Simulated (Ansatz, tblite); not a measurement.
# AlH3: rung by rung

The task here is to estimate one member of a computed series from the others.

The runs use Ansatz 0.2.0, Gaussian basis; as each input shows.

The runs, in order: GFN1-xTB, GFN2-xTB, PBE-D4/def2-TZVP, r2SCAN-D4/def2-TZVP, HF/def2-TZVP, revPBE-D4/def2-TZVP, LC-ωPBE/def2-TZVP, PBE-QIDH/def2-TZVP, CAM-B3LYP-D4/def2-TZVP, B2PLYP/def2-TZVP, LDA/def2-TZVP, PBE-D4/def2-SVP, PBE0-D4/def2-SVP, PBE0-D4/def2-TZVPD, PBE-D4/def2-TZVPD, r2SCAN-D4/def2-TZVPD, CCSD(T)/def2-TZVPP, MP2/def2-TZVP, RPA/def2-TZVP, CCSD(T)/def2-TZVPD.

## The relaxed structure

The singlet was relaxed beforehand with PBE0-D4/def2-TZVP.

4 atoms, charge 0, spin multiplicity 1.

Bond lengths: Al1–H2 1.586 Å, Al1–H3 1.586 Å, Al1–H4 1.586 Å. Angles: H2–Al1–H3 120.0°, H2–Al1–H4 120.0°, H3–Al1–H4 120.0°.

PBE0-D4/def2-TZVP was run before; its log isn't repeated, and its numbers join the tables.

Set-up of the first run:

Tight binding, by tblite at 300 K electronic temperature and without a spin-polarisation term:

```python
tblite.interface.Calculator('GFN1-xTB', numbers, positions, charge=0, uhf=0).singlepoint()
```

Tight binding, by tblite at 300 K electronic temperature and without a spin-polarisation term:

```python
tblite.interface.Calculator('GFN2-xTB', numbers, positions, charge=0, uhf=0).singlepoint()
```

start.molden holds the orbitals of an earlier run on this state, given as this run's starting guess.

Input file in.yaml:

```yaml
crystal:
  periodic: [false, false, false]
  atoms:
    - {symbol: Al, position_ang: [0.000001, 0.000000, 0.000010]}
    - {symbol: H, position_ang: [1.585410, -0.031150, 0.014922]}
    - {symbol: H, position_ang: [-0.765616, 1.388584, -0.019520]}
    - {symbol: H, position_ang: [-0.819794, -1.357434, 0.004579]}
basis:
  gaussian: {orbitals: def2-TZVP, initial_orbitals: start.molden}
hamiltonian: {xc: pbe, dispersion: d4}
scf: {omitted_lower_state_checks: [starts]}
output: {orbitals: {seedname: orbitals}}
```

Started as:

```sh
$ ansatz run in.yaml --threads 4 --pin off --events-out ev --progress --plain --max-ram 3916MiB
```

Among the steps run: PBE-D4/def2-TZVP; r2SCAN-D4/def2-TZVP; HF/def2-TZVP; revPBE-D4/def2-TZVP; LC-ωPBE/def2-TZVP; PBE-QIDH/def2-TZVP; CAM-B3LYP-D4/def2-TZVP; B2PLYP/def2-TZVP; LDA/def2-TZVP; PBE-D4/def2-SVP; PBE0-D4/def2-SVP; PBE0-D4/def2-TZVPD; PBE-D4/def2-TZVPD; r2SCAN-D4/def2-TZVPD; CCSD(T)/def2-TZVPP; MP2/def2-TZVP; RPA/def2-TZVP; CCSD(T)/def2-TZVPD.

One table of the session follows, with a row left open; its other results are not shown here.

It belongs to the step «Levels side by side». 

```
                 level  HOMO (eV)  LUMO (eV)  gap (eV)
          HF/def2-TZVP     -11.75       0.88     12.63
         LDA/def2-TZVP      -7.32      -2.76      4.55
       PBE-D4/def2-SVP      -7.28      -2.52      4.75
      PBE-D4/def2-TZVP      -7.30      -2.53      4.77
     PBE-D4/def2-TZVPD      -7.30      -2.54      4.77
   revPBE-D4/def2-TZVP      -7.29      -2.43      4.86
   r2SCAN-D4/def2-TZVP      -7.62      -2.13      5.49
  r2SCAN-D4/def2-TZVPD      -7.61      -2.13      5.48
      PBE0-D4/def2-SVP      -8.56      -1.74      6.82
     PBE0-D4/def2-TZVP      -8.58      -1.75      6.83
    PBE0-D4/def2-TZVPD          ?          ?         ?
CAM-B3LYP-D4/def2-TZVP     -10.01      -0.85      9.15
     LC-ωPBE/def2-TZVP     -11.42       0.27     11.69
```

**Question.** Estimate the row for PBE0-D4/def2-TZVPD.

**Answer.** HOMO (eV): -8.57; LUMO (eV): -1.75; gap (eV): 6.83. In the column «HOMO (eV)» it lies between PBE0-D4/def2-TZVP (-8.58) and PBE0-D4/def2-SVP (-8.56).
